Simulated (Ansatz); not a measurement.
in.yaml

```yaml
crystal:
  periodic: [false, false, false]
  atoms:
    - {symbol: Si, position_ang: [0.000000, -0.000202, 1.052928]}
    - {symbol: S, position_ang: [0.000000, -0.004525, -1.067767]}
    - {symbol: H, position_ang: [0.000088, 1.448282, 1.400063]}
    - {symbol: H, position_ang: [1.211621, -0.649429, 1.614567]}
    - {symbol: H, position_ang: [-1.211700, -0.649282, 1.614567]}
basis:
  gaussian: {orbitals: def2-SVP}
total_charge: 1
magnetization: {spin_polarized: false}
hamiltonian: {xc: {name: B3LYP}}
correlation: {method: bccd, electrons: all}
scf: {lower_state_search: off}
```

```sh
$ ansatz run in.yaml --threads 1 --pin off --events-out ev --progress --plain --max-ram 2393MiB
```

Output:

```
these checks for a lower state are left out or cut short: stability, starts, cluster_reference, orbital_swaps, neighbouring_geometries, increment
478 factors; integrals over basis functions are off by at most 1.1e-3 eV
mean field evaluation 1: about -18744.4608 eV, gradient 1.3e1 eV
mean field evaluation 2: about -18744.4594 eV, gradient 1.3e1 eV
mean field evaluation 4: about -18745.0069 eV, gradient 7.7e0 eV
mean field evaluation 8: about -18745.2535 eV, gradient 5.6e-2 eV
mean field evaluation 16: about -18745.2535 eV, gradient 2.4e-6 eV
mean field -18745.25348728 eV, -688.8753596684 hartree, gradient 2.6e-6 eV, S^2 0.000000; 0 other end points of the search recorded, 0 dependent functions left out
reference -18709.32381469 eV, -687.5549685548 hartree; 16, 16 occupied and 35, 35 virtual orbitals, 478 factors
second order -6.77988421 eV of doubles, -0.51756969 eV of singles
cycle   1  -7.52696845 eV  change   -2.5e-1 eV  update   1.4e-1
cycle   2  -7.82912082 eV  change   -3.0e-1 eV  update   9.0e-2
cycle   3  -8.01023723 eV  change   -1.8e-1 eV  update   2.6e-2
cycle   4  -8.03025195 eV  change   -2.0e-2 eV  update   1.5e-2
cycle   5  -8.04161122 eV  change   -1.1e-2 eV  update   1.1e-2
cycle   6  -8.04920884 eV  change   -7.6e-3 eV  update   5.7e-3
cycle   7  -8.05303497 eV  change   -3.8e-3 eV  update   2.7e-3
cycle   8  -8.05459222 eV  change   -1.6e-3 eV  update   1.4e-3
cycle   9  -8.05478390 eV  change   -1.9e-4 eV  update   5.8e-4
cycle  10  -8.05469399 eV  change    9.0e-5 eV  update   2.2e-4
cycle  11  -8.05479169 eV  change   -9.8e-5 eV  update   1.3e-4
cycle  12  -8.05480854 eV  change   -1.7e-5 eV  update   9.2e-5
cycle  13  -8.05490692 eV  change   -9.8e-5 eV  update   5.9e-5
cycle  14  -8.05491613 eV  change   -9.2e-6 eV  update   2.0e-5
Total energy: -18717.37873082 eV, -687.8509812628 hartree
Checks for a lower state left out: stability, starts, cluster_reference, orbital_swaps, neighbouring_geometries, increment
```

Ran on 1 thread of Intel Xeon Platinum 8488C, shared host: 1.3 s wall, 0.15 GiB peak host memory.
